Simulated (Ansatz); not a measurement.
# CH₂LiN: functionals against CCSD(T) at one geometry

The task here is to estimate one member of a computed series from the others.

Program: Ansatz 0.2.0, Gaussian basis. Level of theory: single points in def2-TZVPP. These are calculated values, not measurements.

Correlated methods freeze the cores. The outer core shell of Li, Na, Mg and K is correlated.

## The starting structure

SMILES `[Li][N]=C`, 5 atoms, charge 0, spin multiplicity 1.

Atoms are counted from 1 here; the program's logs count them from 0.

Bond lengths: Li1–N2 1.698 Å, N2–C3 1.238 Å, C3–H4 1.127 Å, C3–H5 1.129 Å. Angles: Li1–N2–C3 179.0°, N2–C3–H4 122.2°, N2–C3–H5 124.8°, H4–C3–H5 112.6°.

Coordinates:

```xyz
5
charge 0, multiplicity 1
Li   -2.21608    0.39478   -0.65658
N    -0.61217    0.10054   -0.18429
C     0.56143   -0.09309    0.15738
H     0.95070   -1.11935    0.41280
H     1.31305    0.72244    0.37128
```

Set-up of the first run:

The input, run/in.yaml:

```yaml
crystal:
  periodic: [false, false, false]
  atoms:
    - {symbol: Li, position_ang: [-2.216084, 0.394776, -0.656585]}
    - {symbol: N, position_ang: [-0.612166, 0.100544, -0.184295]}
    - {symbol: C, position_ang: [0.561433, -0.093086, 0.157377]}
    - {symbol: H, position_ang: [0.950697, -1.119353, 0.412796]}
    - {symbol: H, position_ang: [1.313048, 0.722444, 0.371279]}
basis:
  gaussian: {orbitals: def2-TZVPP}
hamiltonian: {xc: pbe, dispersion: d4}
output: {forces: true}
```

Command:

```sh
$ ansatz run in.yaml --threads 2 --pin off --events-out ev --progress --plain --max-ram 3481MiB
```

Steps of the session up to this table: PBE-D4/def2-TZVPP; r2SCAN-D4/def2-TZVPP; PBE0-D4/def2-TZVPP; wB97M-V/def2-TZVPP; CCSD(T)/def2-TZVPP.

One table of the session follows, with a row left open; its other results are not shown here.

| method | RMS force component (eV/Å) | angle to CCSD(T) forces (°) | dipole (D) |
| --- | --- | --- | --- |
| PBE-D4 | 0.452 | 12.7 | 4.95 |
| r2SCAN-D4 | 0.338 | 22.2 | 5.18 |
| PBE0-D4 | ? | ? | ? |
| wB97M-V | 0.382 | 25.7 | 5.16 |
| CCSD(T) | 0.640 | reference | 5.30 |

Q: Estimate the row for PBE0-D4 from the others.

**Answer.** RMS force component (eV/Å): 0.327; angle to CCSD(T) forces (°): 28.1; dipole (D): 5.14. In the column «RMS force component (eV/Å)» it is the lowest.
